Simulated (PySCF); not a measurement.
Boron: a sound run and one with changed settings

Sound run: B [He] 2s2 2p1, B⁺ [He] 2s2. All numbers are calculated (PySCF 2.14, the spin-free X2C one-electron Hamiltonian (Gaussian nucleus), in aug-cc-pVDZ-DK (4s3p2d, 23 functions)). The sound run starts from symmetry-adapted Hartree-Fock orbitals and uses a fine grid where one is needed.

Changed run: initial guess minao, at most 50 SCF cycles, level shift 10.0 hartree.

```csv
species,method,sound run (hartree),changed run (hartree),converged
B,UHF,-24.53730,-24.53729,no
B,LDA,-24.35678,-24.35659,no
B,PBE0,-24.62340,-24.62334,no
B⁺,UHF,-24.24184,-24.24184,no
B⁺,LDA,-24.03895,-24.03893,no
B⁺,PBE0,-24.30515,-24.30514,no
```

A level shift slows the SCF but leaves a converged energy unchanged.
